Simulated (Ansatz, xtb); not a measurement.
**Relative energy of two isomers of CHAlN**

We compare a, `N#[C][AlH]`, a doublet, with b, `[CH]=[N][Al]`, a doublet. Both are isolated molecules in the gas phase, relaxed with B3LYP-D3(BJ)/def2-SVP.

a (Å):

```xyz
4

C    -1.0844    1.5165    1.1611
Al   -0.1531    0.3286    2.4042
N    -1.7059    2.2304    0.4815
H     1.2585   -0.2194    1.9080
```

b (Å):

```xyz
4

C     0.3899    0.4854    1.1182
Al   -2.2044    1.1521    2.6003
N    -0.6324    0.8168    1.6858
H     1.1064    1.0943    0.5192
```

Problem. Which of the two would you expect CCSD(T)/def2-TZVPP electronic energies to favour?

Solution. Structure a; the calculation gives E(b) − E(a) = +40.2 kJ/mol.

How the difference moves with the method:

```tsv
level	geometry	E(b) − E(a) (kJ/mol)	departure from the last row (kJ/mol)	job, with rough time for the two
GFN2-xTB	GFN2-xTB	+25.3	−14.9	optimisation, 0.071 s
HF/STO-3G	GFN2-xTB	+115.7	+75.5	single point, 0.32 s
r2SCAN-D4/def2-SVP	GFN2-xTB	+24.2	−16.0	single point, 4.8 s
B3LYP-D3(BJ)/def2-SVP	B3LYP-D3(BJ)/def2-SVP	+10.3	−29.9	optimisation, 31 s
HF/def2-TZVPP	B3LYP-D3(BJ)/def2-SVP	+55.0	+14.8	part of the CCSD(T) run
MP2/def2-TZVPP	B3LYP-D3(BJ)/def2-SVP	+64.8	+24.6	part of the CCSD(T) run
CCSD(T)/def2-TZVPP	B3LYP-D3(BJ)/def2-SVP	+40.2		single point, 53 s
```

As drawn, b has 1 C=N, 1 Al–N, 1 C–H in place of 1 C≡N, 1 C–Al, 1 Al–H.

The levels shown agree on the order. The largest departure from CCSD(T)/def2-TZVPP is that of HF/STO-3G, 75.5 kJ/mol.

With harmonic frequencies from B3LYP-D3(BJ)/def2-SVP (ideal gas, rigid rotor, one conformer each, 1000 K, 1 atm): the zero-point term adds +5.7 kJ/mol; ΔH is +44.2 and ΔG +52.1 kJ/mol.

Open shells are spin-unrestricted, with notable spin contamination under HF/STO-3G. The correlated steps freeze 7 core orbitals. Codes used: Ansatz 0.2.0, xtb 6.7.1; the last row on 1 thread of Arm Neoverse V2 on a shared host.
